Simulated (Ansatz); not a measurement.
# AlLiH (doublet): the correlation ladder at scale of all distances = 1.717, cc-pVDZ

How much of the correlation energy of AlLiH (doublet) does each wave-function method recover here?

Program: Ansatz 0.2.0, Gaussian basis. Level of theory: cc-pVDZ, core rule «outside noble gas», up to 6 orbitals frozen. These are calculated values, not measurements.

To be run: UHF; CCSD(T) on ROHF; CCSD(T) on UHF; BCCD(T) on ROHF; CISD as a restricted active space (open shells left free, so some higher excitations enter); CCSDT(Q) on ROHF; CCSDT(Q) on UHF; CASSCF and MRCISD+Q, 3 electrons in 3 orbitals; CASSCF and NEVPT2, 3 electrons in 3 orbitals; Full CI.

26 further runs of the same task are left out: 16 for a known fault of the program, 8 that didn't finish, 2 set aside as unsound or not needed. Runs told in other sessions of the task aren't counted.

**1. The system**

The geometry derives from a PBE0/def2-TZVP stationary point (not a proven minimum). All distances are scaled together.

3 atoms, charge 0, spin multiplicity 2.

Atoms are counted from 1 here; the program's logs count them from 0.

No contacts short enough for the rule that draws bonds.

**2. UHF**

The input, in.yaml:

```yaml
crystal:
  periodic: [false, false, false]
  atoms:
    - {symbol: Al, position_ang: [0.000000, -0.142813, 0.835143]}
    - {symbol: Li, position_ang: [0.000000, 0.304610, -3.669904]}
    - {symbol: H, position_ang: [0.000000, 1.725322, 2.916195]}
basis:
  gaussian: {orbitals: cc-pVDZ}
magnetization: {spin_polarized: true, initial_magnetization: 1}
hamiltonian: {xc: hf}
output: {orbitals: {seedname: orbitals}}
```

On the command line:

```console
ansatz run in.yaml --threads 1 --pin off --events-out ev --progress --plain --max-ram 2393MiB
```

After this run come: CCSD(T) on ROHF; CCSD(T) on UHF; BCCD(T) on ROHF; CISD as a restricted active space (open shells left free, so some higher excitations enter); CCSDT(Q) on ROHF; CCSDT(Q) on UHF; CASSCF and MRCISD+Q, 3 electrons in 3 orbitals; CASSCF and NEVPT2, 3 electrons in 3 orbitals; Full CI.

Q: Predict the results of all the runs planned. Wanted: FCI from the RHF energy; RMP2 from FCI; UMP2 from FCI; RCCSD from FCI; RCCSD(T) from FCI; UCCSD(T) from FCI; RCCSDT(Q) from FCI; UCCSDT(Q) from FCI; NEVPT2 pair from FCI.

The runs gave:

| quantity | value |
| --- | --- |
| FCI from the ROHF energy | -2.4139 eV |
| RMP2 from FCI | +907.4 meV |
| UMP2 from FCI | +1020.1 meV |
| RCCSD from FCI | +108.3 meV |
| RCCSD(T) from FCI | +30.7 meV |
| UCCSD(T) from FCI | +61.7 meV |
| RCCSDT(Q) from FCI | +0.3 meV |
| UCCSDT(Q) from FCI | -0.2 meV |
| NEVPT2 pair from FCI | +517.2 meV |
| levels within 1 kcal/mol (43 meV) | RCCSD(T), BCCD(T), RCCSDT, UCCSDT, RCCSDT(Q), UCCSDT(Q) |
| T1 diagnostic | 0.050 |
| effectively unpaired electrons | 1.30 |

What this shows: RCCSD(T) lands +30.7 meV from the yardstick (1.3 % of the correlation energy). CCSD(T) misses by +30.7 meV on the restricted determinant and by +61.7 meV on the unrestricted one; the two need not hold the same state or core. The occupations show static correlation (1.30 effectively unpaired electrons where one determinant has 1). These misses are within one basis, not against nature; the frozen cores of restricted and unrestricted runs differ, which can shift their rows.

Levels on UHF freeze UHF's core orbitals, full CI those of ROHF, so the U rows can settle a little off it for that reason alone.

With open shells the CI space here admits some higher excitations, so it is larger than plain CISD.
